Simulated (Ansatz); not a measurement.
Which isomer of C4H4O gives these data?

These gas-phase data were calculated for one isomer of C4H4O at PBE-D3(BJ)/def2-SVP (harmonic, unscaled wavenumbers; equilibrium rotational constants with average atomic masses):

| Item | Value |
| --- | --- |
| rotational constants | 9.39, 9.122, 4.627 GHz |
| all wavenumbers above 1500 cm⁻¹ | 3221, 3215, 3196, 3185, 1558 |
| dipole moment | 0.62 D (PBE0/def2-TZVPD) |

Candidates:

(1) `C=CC=C=O`, a singlet
(2) `c1ccoc1`, a singlet

Problem. Assign the data to one candidate and say why.

Solution. Candidate (2). No mode falls between 1950 and 2350 cm⁻¹, where the C=C=X stretch of (1) would stand.

The same quantities for all candidates:

```
     rotational constants (GHz)         wavenumbers above 1500 cm⁻¹  dipole (D)  E above the lowest, PBE-D3(BJ)/def2-SVP (kcal/mol)
(1)         40.85, 2.321, 2.196  3188, 3106, 3094, 3083, 2192, 1641        1.00                                                16.2
(2)          9.39, 9.122, 4.627        3221, 3215, 3196, 3185, 1558        0.62                                                 0.0
```

Each candidate is one conformer. Programs: Ansatz 0.2.0.
